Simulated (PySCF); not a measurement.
NMR data sheet: 2,2-dimethylbutane

| Item | Value |
| --- | --- |
| Formula | C6H14 |
| SMILES | CCC(C)(C)C |
| InChI | InChI=1S/C6H14/c1-5-6(2,3)4/h5H2,1-4H3 |
| Point group of the computed structure | Cs |
| Degrees of unsaturation | 0 |
| Carbon signals | 4 |
| Proton signals | 3 |

Atoms are numbered as in `[CH3:1][CH2:2][C:3]([CH3:4])([CH3:5])[CH3:6]`; H(Xn) means a hydrogen on atom n.

[PySCF 2.14.0 with density-fitted response routines: GFN2-xTB geometry; J couplings at B3LYP/pcJ-1 (without the spin–dipole term); shieldings: GIAO PBE0/pcSseg-1; averaged over atoms made equivalent by symmetry, fast rotation or ring inversion; no solvent; one conformer; relativity neglected]

References, each an isolated molecule treated in the same way: 1H (31.72 ppm) and 13C (186.93 ppm) vs TMS.

| carbon | δC, type | δH (multiplicity, J in Hz) | HMBC from (abs. J ≥ 3 Hz) | span of the C tensor (ppm) |
| --- | --- | --- | --- | --- |
| C1 | 10.9, CH3 | 0.98 (t, 8.0) | H(C2) | 18 |
| C2 | 40.4, CH2 | 1.24 (q, 8.0) | H(C1), H(C4)/H(C5)/H(C6) | 36 |
| C3 | 32.3, C | – | H(C2), H(C1), H(C4)/H(C5)/H(C6) | 10 |
| C4/C5/C6 | 30.7, CH3 | 0.93 (s) | H(C2), H(C4)/H(C5)/H(C6) | 50 |

Selected couplings (Hz, signed; the shortest-range and largest first, 30 at most; isotopes 13C, 1H): 1J(C1,H(C1)) 131.1, 1J(C2,H(C2)) 130.9, 1J(C4,H(C4)) 130.8, 1J(C2,C3) 34.9, 1J(C3,C4) 34.9, 1J(C1,C2) 34.2, 2J(C2,C4) 1.2, 3J(H(C1),H(C2)) 8.0, 3J(C1,C4) 2.4.

Carbon types of the structure: 1 × C, 1 × CH2, 4 × CH3, which accounts for all hydrogens. δC 40.4: sp3 CH2; a saturated carbon with 2 carbon neighbours and no heteroatom attached. δC 32.3: quaternary sp3 carbon; saturated and bonded to C and H only. δC 30.7, 10.9: methyl carbon; saturated and bonded to C and H only. δH 1.24: hydrogen on an sp3 CH2; far from electronegative atoms and π systems. δH 0.98, 0.93: hydrogen on a methyl carbon; far from electronegative atoms and π systems. The protons at 0.98 and 1.24 share a coupling of 8.0 Hz (vicinal).

Multiplet labels drop couplings under 1 Hz and merge nearly equal ones. Unscaled 3J(H,H) at this level run about 10 % above measured values. Shifts are as computed. Against solution values, carbons near 30 ppm lie about +3 ppm off and those near 130 ppm about +5 ppm. Of 1211 compounds with measured shifts, 218 miss one by over three times the rms of a fit or turn the order of signals round; such compounds aren't used in these exercises.
